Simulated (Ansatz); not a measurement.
Reaction (SMILES): [C]#N (C-N) → CN- (singlet, bonded as [C]#N) (an electron is taken up)
B3LYP-D3(BJ)/def2-TZVP geometries, fixed; electronic energies without zero-point terms; positive where energy is released.

How fast the adiabatic electron affinity converges with the basis for several methods (Ansatz, a first-principles code): deviation from each method's own reference, in eV. References: CCSD(T) 3.936 eV, Hartree-Fock in aug-cc-pVQZ plus the correlation part extrapolated as X^-3 from aug-cc-pVTZ and aug-cc-pVQZ; HF 2.888 eV, the value in aug-pcseg-3; MP2 4.899 eV, Hartree-Fock in aug-cc-pVQZ plus the correlation part extrapolated as X^-3 from aug-cc-pVTZ and aug-cc-pVQZ; PBE 3.760 eV, the value in aug-cc-pV5Z; PBE0 3.891 eV, the value in aug-cc-pV5Z; wB97M-V 4.181 eV, the value in aug-cc-pV5Z. Cartesian d functions, on some or all atoms, in 6-31+G*; all else is spherical. In correlated methods cores are frozen. The T1 diagnostic of CCSD is high for at least one species. An unrestricted Hartree-Fock determinant is markedly spin-contaminated. Open shells are unrestricted. No added dispersion term, no relativity. Functionals ending in -V hold VV10 correlation. 

```tsv
basis	functions	CCSD(T)	HF	MP2	PBE	PBE0	wB97M-V
pcseg-0	18	-1.231	-0.399	-1.189	-0.641	-0.459	-0.573
pcseg-1	28	-0.813	-0.168	-0.934	-0.518	-0.367	-0.477
def2-SVP	28	-0.946	-0.422	-1.007	-0.666	-0.518	-0.622
6-31+G*	38	-0.370	0.017	-0.441	-0.009	0.001	0.007
aug-pcseg-1	46	-0.217	0.100	-0.355	0.029	0.047	0.038
6-311++G(2d,2p)	54	-0.169	0.031	-0.241	0.026	0.033	0.042
pcseg-2	60	-0.254	-0.040	-0.326	-0.105	-0.070	-0.079
cc-pVTZ	60	-0.444	-0.217	-0.508	-0.368	-0.289	-0.344
def2-TZVPP	62	-0.256	-0.080	-0.315	-0.167	-0.120	-0.128
def2-TZVPPD	74	-0.137	-0.026	-0.196	-0.043	-0.031	-0.033
pcseg-3	120	-0.098	-0.016	-0.141	-0.046	-0.030	-0.036
def2-QZVPPD	126	-0.062	-0.010	-0.095	-0.015	-0.010	-0.013
```

Mean absolute deviation over 6-311++G(2d,2p), pcseg-2, cc-pVTZ, def2-TZVPP, def2-TZVPPD: HF 0.079, PBE0 0.109, wB97M-V 0.125, PBE 0.142, CCSD(T) 0.252, MP2 0.317 eV.
